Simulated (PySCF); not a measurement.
Compound: C5H5 (charge +1).
Structure used (PBE0-D3(BJ)/def2-SVP), in Å, numbered top down from 1:
```xyz
10
C5H5 angstrom
C      1.5835    0.7134    0.6870
C      0.8760   -0.4027    0.4180
C     -0.4139   -0.3117   -0.1712
C     -1.4626    0.4272   -0.6888
C     -1.5521   -0.9203   -0.6653
H      1.1912    1.7105    0.4634
H      2.5776    0.6535    1.1393
H      1.2610   -1.4015    0.6386
H     -1.9115    1.3902   -0.9402
H     -2.1195   -1.8267   -0.8853
```

NICS is the negative of the GIAO shielding at a point without a nucleus: at the ring centre (0) and 1 Å above and below it (1); zz is the component along the ring normal. Level: GIAO KT2/pcSseg-2 (PySCF, non-relativistic, gas phase) on the PBE0-D3(BJ)/def2-SVP geometry, one conformer.

Ring bond lengths (Å): C3–C4 1.383, C4–C5 1.351, C5–C3 1.382.

**Question.** Give the NICS values of each ring in ppm.

**Answer.** 
```
    ring                                                          type  NICS(0)  NICS(1), two faces  NICS(1)zz, two faces  rms pucker (Å)  centre to ring atoms, mean (Å)
C3–C4–C5  3-membered carbocycle; bonds drawn aromatic by RDKit's count    -23.5       -12.3 / -12.3         -22.8 / -23.0            0.00                            0.79
```

**Question.** What do they say, and how far can they be read as aromaticity?

**Answer.** 
- C3–C4–C5: mean NICS(1)zz -22.9 ppm, shielded. NICS(0) lies 11 ppm below the mean NICS(1).

**Question.** And the bond-length index? HOMA takes Krygowski's 1993 parameters.

**Answer.** 
- C3–C4–C5: HOMA 0.88 = 1 − EN − GEO, with mean bond length 1.372 Å, EN = α(Ropt − mean)² = 0.066 and GEO = α × variance = 0.059.

**Question.** Give the inner angles of the rings.

**Answer.** 
- C3–C4–C5: C3 58.5°, C4 60.7°, C5 60.8°; sum 180.0° against 180° for a flat convex ring.

**Question.** What are the shieldings of the ring atoms and their hydrogens in the same run (means over atoms taken as equivalent)?

**Answer.** 
```
atoms                 environment  σ isotropic (ppm)
   C3     unsaturated ring carbon               19.8
   C4  unsaturated ring CH carbon               23.7
   C5  unsaturated ring CH carbon               23.7
   H9          hydrogen on carbon              21.36
  H10          hydrogen on carbon              21.42
```

**Question.** How do the values depend on the level or the medium?

**Answer.** 
```tsv
level	NICS(0), C3–C4–C5	mean NICS(1)zz, C3–C4–C5
KT2/pcSseg-2, gas	-23.5	-22.9
PBE0/pcSseg-1, gas	-23.9	-23.9
```

The geometry is the same throughout.

Time: 31 s. Hardware: one thread, Arm Neoverse V1, shared host. This is the whole shielding run at KT2/pcSseg-2, SCF included.
